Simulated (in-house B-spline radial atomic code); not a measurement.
The numbers below are computed, except where a source is named.
**Stopping and range of 5 keV O in Si**

The pair potential comes from two frozen, spherical free-atom densities (PBE, B-spline radial code, scalar-relativistic past argon): electrostatics plus the change in Thomas-Fermi kinetic and Dirac exchange energy where they overlap, the recipe behind the universal ZBL potential, which averages such potentials (from solid-state densities) over many pairs. It is written V = (Z1 Z2 e²/r) φ(r/a), with e² = 14.3996 eV·Å and a = 0.46850 Å/(Z1^0.23 + Z2^0.23); ZBL's fit is φ = 0.18175 e^(−3.1998x) + 0.50986 e^(−0.94229x) + 0.28022 e^(−0.4029x) + 0.02817 e^(−0.20162x). Where φ falls below 4e-4 it is continued as an exponential.

The target is taken as amorphous, with density 2.329 g/cm³ (NSM archive of the Ioffe Institute); channelling is ignored. Masses: O 16.0, Si 28.09 u. Nuclear stopping is S_n = 4π a Z1 Z2 e² M1/(M1 + M2) × s_n(ε), with s_n integrated over impact parameters for each pair. Electronic stopping is Lindhard and Scharff's S_e = Z1^(1/6) 8π e² a0 Z1 Z2/(Z1^(2/3) + Z2^(2/3))^(3/2) × v/v0, with a0 = 0.529177 Å and v = v0 at 24.801 keV/u; it misses the oscillations with Z1 seen in experiment, which reach tens of per cent. Compounds add by atom fraction.

| target atom | a (Å) | ε at this energy | s_n, this pair | s_n, ZBL potential |
| --- | --- | --- | --- | --- |
| Si | 0.13587 | 0.2684 | 0.3875 | 0.35 |

Question: What are the atom density and the stopping powers at entry?

Answer: N = 2.329 × 0.602214/28.09 = 0.04993 atoms/Å³. For Si: S_n = 999.3 × 0.3875 = 387.2 eV·Å², S_e = 1.5675 × √5000 = 110.8 eV·Å². Averaged over the target's atoms and times N × 10 Å/nm, the ion loses N S_n = 193 eV/nm to recoils and N S_e = 55.3 eV/nm to electrons; the nuclear share is 78 %.

Along the track:

```json
{"E (keV)": "0.25", "N S_n (eV/nm)": "100", "N S_e (eV/nm)": "12.4"}
{"E (keV)": "0.75", "N S_n (eV/nm)": "145", "N S_e (eV/nm)": "21.4"}
{"E (keV)": "1.5", "N S_n (eV/nm)": "169", "N S_e (eV/nm)": "30.3"}
{"E (keV)": "2.5", "N S_n (eV/nm)": "183", "N S_e (eV/nm)": "39.1"}
{"E (keV)": "3.75", "N S_n (eV/nm)": "191", "N S_e (eV/nm)": "47.9"}
{"E (keV)": "5", "N S_n (eV/nm)": "193", "N S_e (eV/nm)": "55.3"}
```

Question: Estimate the path length and the projected range.

Answer: With continuous slowing down the path is the integral of dE/(N (S_n + S_e)). Trapezoids over the table give 23.2 nm, and the stretch below the first row, with stopping taken as √E, adds 2E/(N S) = 4.4 nm: 27.6 nm in all, against 26.6 nm on a fine grid from 5 eV. Deflections shorten the depth: to first order in the energy passed on, N (S_n + S_e) dR_p/dE = 1 − N S_n (M2/M1) R_p/(2E), summed over the target's atoms, and integrating this on the fine grid gives R_p = 13.2 nm, 0.50 of the path. Lindhard's rule of thumb R/(1 + M2/3M1), with mean M2/M1 = 1.76, gives 16.8 nm. On the ZBL potential the same equation gives 14.4 nm, and the full integral equation, which keeps hard collisions, 15.5 nm.
